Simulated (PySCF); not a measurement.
Simulated P 2p region for `C=C[PH](=O)C=C`, binding energy against the vacuum level.

Every computed line was given a Gaussian of 0.7 eV full width at half maximum and an area set by the number of equivalent atoms (split 2:1 within a doublet); the highest printed point is 100. The calculation used delta-SCF UKS SCAN, pcX-2 on the ionised atom, pcseg-1 elsewhere, spin-free X2C (PySCF).

(binding energy (eV), intensity): (136.9, 0), (137.0, 1), (137.1, 2), (137.2, 4), (137.3, 9), (137.4, 18), (137.5, 32), (137.6, 51), (137.7, 71), (137.8, 89), (137.9, 100), (138.0, 100), (138.1, 91), (138.2, 75), (138.3, 60), (138.4, 49), (138.5, 44), (138.6, 46), (138.7, 49), (138.8, 52), (138.9, 50), (139.0, 43), (139.1, 34), (139.2, 24), (139.3, 15), (139.4, 8), (139.5, 4), (139.6, 2), (139.7, 1), (139.8, 0)

**Question.** Count the maxima, the lines and the sites behind this envelope.

**Answer.** The curve has 2 maxima (at 138.0 and 138.8 eV). Under it lie 2 lines from 1 inequivalent phosphorus site, drawn as a 2p3/2, 2p1/2 pair.

**Question.** Decompose the envelope and assign each component. Numbering: `[CH2:1]=[CH:2][PH:3](=[O:4])[CH:5]=[CH2:6]`.

**Answer.** 
```json
{"position (eV)": "137.95", "relative area": "0.67", "line": "P 2p3/2", "atoms": "P3", "environment": "phosphoryl phosphorus"}
{"position (eV)": "138.84", "relative area": "0.33", "line": "P 2p1/2", "atoms": "P3", "environment": "phosphoryl phosphorus"}
```

The curve has no shake-up lines and no vibrational structure. The 2p values aren't plain energy differences: one relaxed spin-free 2p hole is combined with a matrix within the shell (ground-state 2p orbital-energy differences and spin–orbit coupling). 2p3/2, the mean of its two sublevels, lies a third of the splitting below the shell's mean and 2p1/2 two thirds above it; the statistical areas are 2:1. 2p1/2 minus 2p3/2 (ligand field included): P 0.89 eV. The structure is a single GFN2-xTB conformer in the gas phase; no vibrational or solvent corrections.

Rough CPU time on one thread of a shared machine: about 2.6 min.

Conformer computed: `[CH2:1]=[CH:2][PH:3](=[O:4])[CH:5]=[CH2:6]`: C1–C2–P3–O4 -1°, C2–P3–C5–C6 -127°.
